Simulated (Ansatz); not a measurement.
C2H4Cl2, SMILES `ClCCCl`. Total charge 0; spin multiplicity 1.

```xyz
8

Cl   -0.9295   -0.4911    1.8199
C    -0.7081    0.2007    0.1992
C     0.5988   -0.2030   -0.4263
Cl    1.9985    0.5129    0.3997
H    -1.5307   -0.1636   -0.4183
H    -0.7821    1.2831    0.2938
H     0.6259    0.1451   -1.4602
H     0.7271   -1.2843   -0.4078
```

**Question.** What are the harmonic wavenumbers in cm⁻¹ at PBE0-D4/def2-TZVP (Ansatz, finite differences of forces, unscaled)? (Estimate.)

**Answer.** Computed: 115, 262, 414, 687, 708, 900, 961, 1061, 1164, 1232, 1315, 1340, 1462, 1464, 3087, 3094, 3149, 3163.

**Question.** Is this a minimum?

**Answer.** Yes, all 18 modes are real.

**Question.** Give the ideal-gas thermochemistry at 298.15 K and 1 bar (rigid rotor, harmonic oscillator; point group C2, symmetry number 2).

**Answer.** Zero-point energy 153.0 kJ/mol; H(298) − E = 167.9 kJ/mol; entropy 299.5 J/(mol·K), of which translation 166.2, rotation 104.7, vibration 28.6; G(298) − E = 78.6 kJ/mol.

**Question.** And at 400, 500, 600, 800 and 1000 K?

**Answer.** 
```csv
T (K),H − E (kJ/mol),S (J/mol/K),G − E (kJ/mol)
400,175.8,322.4,46.9
500,185.1,343.1,13.6
600,195.7,362.2,-21.7
800,219.5,396.4,-97.6
1000,246.2,426.2,-180.0
```
